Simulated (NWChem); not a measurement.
## Correlation energy of acetylene (C2H2)

SMILES: C#C
```xyz
4

C      0.0000     0.0000    -0.6043
C      0.0000     0.0000     0.6043
H      0.0000     0.0000    -1.6792
H      0.0000     0.0000     1.6792
```
Charge 0, spin multiplicity 1.

Program: NWChem. Structure: optimised with PBE0/def2-SVP, a minimum by its harmonic frequencies.

Basis set: def2-SVP. Each correlation energy counts from its own Hartree-Fock reference.

The correlated methods keep 2 core orbitals frozen. No row is a measurement; the coupled-cluster row has its own basis-set and correlation limits.

### Question
For the correlation energy, CR-CCSD(T) gives -282.8 mHa and MP2 gives -257.1 mHa. What do CR-CCSD[T], CCSD, CCSD+T(CCSD) give?

### Answer
CR-CCSD[T]: -283.3 mHa; CCSD: -273.7 mHa; CCSD+T(CCSD): -285.6 mHa.
